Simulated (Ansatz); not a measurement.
**Si–CH2, singlet: the ladder up to full CI**

Geometry: a PBE0/def2-TZVP stationary point for this spin, not checked as a minimum.

```xyz
4

Si    0.0000    0.0000    0.5957
C     0.0000    0.0000   -1.1063
H     0.0000   -0.9093   -1.7078
H     0.0000    0.9093   -1.7078
```

Basis 6-31G; Ansatz 0.2.0. Only valence electrons are correlated (noble-gas cores frozen), which leaves 10 electrons in 20 orbitals. Prefix R: restricted or restricted open-shell reference; prefix U: unrestricted. Active spaces: valence = (10e, 10o) chosen from the atoms' valence shells.

Full CI is exact within this basis and frozen core; it isn't the basis-set limit. The frozen core follows each run's orbitals, which can shift R against U totals by a few meV.

Unrestricted rows (U) aren't spin-pure: their determinants' ⟨S²⟩ exceeds S(S+1) by up to 0.30, so they mix in states of higher spin.

```
UHF ⟨S²⟩                          : 0.300
T1 diagnostic (RCCSD)             : 0.0141
largest doubles amplitude (RCCSD) : 0.171
```

| level | E − E(full CI) (kJ/mol) | share of correlation (%) | wall time |
| --- | --- | --- | --- |
| RHF | 435.7 | 0.00 | – |
| UHF | 428.7 | 1.61 | 0.34 s |
| RMP2 | 72.6 | 83.34 | – |
| CISD | 47.2 | 89.16 | 0.61 s |
| RCCSD | 15.5 | 96.43 | – |
| RCCSD(T) | 2.7 | 99.38 | 0.28 s |
| BCCD(T) | 2.7 | 99.39 | 0.33 s |
| RCCSDT | 1.5 | 99.66 | – |
| CISDTQ | 2.9 | 99.33 | 3.4 s |
| RCCSDT(Q) | 0.1 | 99.97 | 0.94 s |
| RCCSDTQ | 0.1 | 99.97 | 9.5 s |
| CASSCF (valence space) | 123.4 | 71.68 | – |
| NEVPT2 (valence space) | 32.3 | 92.58 | 4.8 s |
| NEVPT4(SD) (valence space) | 5.3 | 98.78 | 6 s (H100) |
| MRCISD (valence space) | 4.9 | 98.88 | – |
| MRCISD+Q (valence space) | 1.6 | 99.62 | 7 s (H100) |

The correlation energy at full CI, counted from RHF, is -4.516 eV. That run took 4 s on 2 threads of AMD EPYC 7R13 with a shared H100 80 GB, shared host over 60,099,968 determinants.

Times hold each run's SCF and search for its determinant on a shared host, so for small cases they say little of a method's own cost; rows without a card ran on 1 thread of AMD EPYC 7R13.

The full-CI state has the irrep A1 of C2v, in the program's axes.

Natural occupations of full CI about the gap: 1.978 1.964 1.963 1.934 1.891 0.106 0.046 0.031 0.023 0.023; effectively unpaired electrons, Σ n²(2−n)², 0.13.

Atomization energy (electronic, same basis, no zero-point term; atoms at the same level, unrestricted beside the R rows where the molecule is a closed shell, with restricted open-shell steps beyond CCSDT(Q)) at full CI: 1115.1 kJ/mol. Errors of other levels:

```csv
level,error (kJ/mol)
RHF,-275.3
UHF,-268.3
RMP2,-11.9
CISD,-44.9
RCCSD,-13.8
RCCSD(T),-2.2
BCCD(T),-2.1
RCCSDT,-1.5
CISDTQ,-2.8
RCCSDT(Q),-0.1
RCCSDTQ,-0.1
CASSCF (valence space),-43.9
NEVPT2 (valence space),-1.6
NEVPT4(SD) (valence space),-0.6
MRCISD (valence space),-4.3
MRCISD+Q (valence space),-1.9
```

This basis is far from its limit, so the value isn't to be set against a measured one. Truncated CI isn't size-consistent, which counts against it in atomization.
